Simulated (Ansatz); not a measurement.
This geometry of C$_{4}$H$_{11}$NO (17 atoms, charge 0, multiplicity 1) is a first-order saddle point.

These are results of RKS PBE-D4/def2-SVP (Ansatz), not measurements.

```xyz
17
Properties=species:S:1:pos:R:3
C 0.345 -2.321 -0.706
C 0.961 -0.948 -1.049
O 1.442 -0.245 0.099
C 0.433 0.400 0.837
N -0.188 1.468 0.084
C -1.410 1.999 0.654
H 0.937 -3.158 -1.126
H -0.695 -2.429 -1.074
H 0.331 -2.461 0.394
H 1.847 -1.070 -1.704
H 0.233 -0.304 -1.589
H -0.386 -0.302 1.143
H 0.942 0.734 1.778
H 0.497 2.211 -0.095
H -2.180 1.199 0.707
H -1.816 2.800 0.002
H -1.313 2.425 1.687
```

Q: Which two structures does it join? (They come from a converged band through this point; their orientation in space is the band's.)

A: No bond is made or broken. The dihedral H9–C1–C2–O3 goes from -57 to 63°. The two ends are copies of one structure, up to a mirror image or an exchange of like atoms.

Initial state:

```xyz
17
Properties=species:S:1:pos:R:3
C 0.427 -2.358 -0.702
C 0.996 -0.969 -0.976
O 1.380 -0.286 0.219
C 0.324 0.376 0.872
N -0.178 1.486 0.090
C -1.416 2.068 0.571
H 0.194 -2.879 -1.653
H -0.513 -2.310 -0.114
H 1.153 -2.976 -0.135
H 1.920 -1.050 -1.586
H 0.273 -0.343 -1.546
H -0.547 -0.299 1.075
H 0.748 0.667 1.867
H 0.555 2.199 -0.007
H -2.227 1.309 0.536
H -1.724 2.904 -0.089
H -1.385 2.462 1.621
```

Final state:

```xyz
17
Properties=species:S:1:pos:R:3
C 0.399 -2.361 -0.714
C 0.923 -0.967 -1.048
O 1.396 -0.267 0.104
C 0.390 0.388 0.837
N -0.190 1.486 0.091
C -1.391 2.057 0.670
H 1.180 -2.964 -0.209
H 0.091 -2.892 -1.638
H -0.486 -2.319 -0.046
H 1.794 -1.040 -1.733
H 0.146 -0.356 -1.561
H -0.453 -0.295 1.118
H 0.890 0.693 1.792
H 0.524 2.206 -0.072
H -2.192 1.288 0.711
H -1.764 2.882 0.031
H -1.276 2.462 1.710
```

Q: How far does it lie above each of them?

A: 13.2 kJ/mol above the first and 13.2 kJ/mol above the second. This is the barrier of this one path; another mechanism may lie lower.

Run time: 3.3 min on 2 threads of AMD EPYC 7R13 Processor (Zen 3) (shared host), peak memory 0.21 GiB.
